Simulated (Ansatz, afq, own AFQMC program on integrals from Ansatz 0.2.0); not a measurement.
AFQMC on a folder of integrals that Ansatz 0.2.0 wrote.

```yaml
crystal:
  periodic: [false, false, false]
  atoms:
    - {symbol: Sb, position_ang: [0.000000, 0.000000, 0.000000]}
    - {symbol: H, position_ang: [0.000000, 0.000000, 2.614000]}
basis:
  gaussian: {orbitals: def2-TZVP}
total_charge: 1
magnetization: {spin_polarized: true, initial_magnetization: 3}
correlation: {method: ccsd_t, electrons: outside_noble_gas, hamiltonian_folder: ham}
```

```sh
$ ansatz run in.yaml --threads 1 --pin off --events-out ev --progress --plain --max-ram 24576MiB --backend cuda --devices 0, --max-vram 18GiB
```

afq runs on the folder ham with

```
--method phaseless --trial cisd --walkers 4000 --populations 20 --least-time 60 --time-step 0.005 --steps-per-block 50 --equilibration-blocks 40 --max-blocks 4000 --target-error 0.00027 --factor-cut 1e-05 --start spin_pure --seed 5514 --release-times 0.24,0.51,0.99,1.62,2.4 --release-step 0.03 --release-every 3 --taylor-order 6
```

Times are imaginary, in 1/Eh. The walk had a cap of 142 s. With eight or more populations the least sampling time is a fifth of least-time, and the error comes from their spread. Filled inner d shells are frozen with the cores. Core potentials past Kr, no spin–orbit coupling.

Log:

```
orbitals 47  electrons 4 1  factors 369 of 515
reference energy -239.47036976 Eh
CCSD correlation -0.06211178 Eh in 12 cycles, weight of the determinant in the CISD state 0.9489
energy of the start -239.532443 Eh
 block  time / (1/Eh)  mean weight  energy / Eh
     1     0.250  1.0001  -239.532539
     2     0.500  0.9999  -239.532829
     3     0.750  0.9999  -239.533122
     4     1.000  1.0000  -239.533374
     5     1.250  1.0000  -239.533625
    10     2.500  1.0000  -239.534301
    51    12.750  0.9999  -239.534442
   101    25.250  1.0001  -239.534419
   151    37.750  1.0000  -239.534404
   201    50.250  0.9998  -239.534600
   251    62.750  0.9998  -239.534568
   301    75.250  0.9995  -239.534336
   331    82.750  0.9998  -239.534121
   351    87.750  1.0000  -239.534436
   371    92.750  0.9999  -239.534925
   401   100.250  1.0002  -239.534337
   411   102.750  1.0001  -239.534581
error from the spread of 20 populations
released: time / (1/Eh)  energy / Eh  error  mean overlap
  0.24  -239.534517  0.000028  0.9992
  0.51  -239.534566  0.000016  0.9984
  0.99  -239.546968  0.012330  0.9962
  1.62  -239.535859  0.001096  0.9953
  2.40  -239.534597  0.000019  0.9934
energy -239.534468 +/- 0.000016 Eh
(rows thinned)
```

The run passed its tests (sampling time, drift between the halves within three errors, error under three times the target), which doesn't prove that it has relaxed, ending at its cap on processor time. The second half of the sampling lies above the first by 2.1 errors of their difference, so the energy may still be moving and its error bar be too small.

Against this walk (error 0.4 meV) on the same determinant: CCSD(T) 10.2 meV higher, CCSDT(Q) 3.2 meV lower, full CI 3.4 meV lower. The error is statistical and leaves out the bias of the constraint. The released energies have errors that jump between times, so the bars are unsure (meV from the phaseless value at times in 1/Eh: -1.3 ± 0.8 at 0.24, -2.7 ± 0.4 at 0.51, -340 ± 336 at 0.99, -38 ± 30 at 1.62, -3.5 ± 0.5 at 2.40), so they give no level; they do show a bias of the constraint, and the last of them that isn't too noisy lies 0 meV below full CI.

Cautions: constraint bias not in the error; no spin-orbit coupling; inner d shell frozen; lower spins were not checked.

The walk took 2.4 min on 1 × NVIDIA H100 80GB HBM3 with 2 threads of AMD EPYC 7R13 Processor (Zen 3), on a shared host (the card was shared). The log's last line is the phaseless energy.

CCSDT and higher add their correlation energy to the determinant of the CCSD(T) run, since their own runs factorise the integrals more tightly (a shift of under 2 meV). A walk keeps the symmetry of its determinant, which the program's search chose and which needn't be the lowest solution, so a lower state of the same spin and another symmetry isn't excluded.
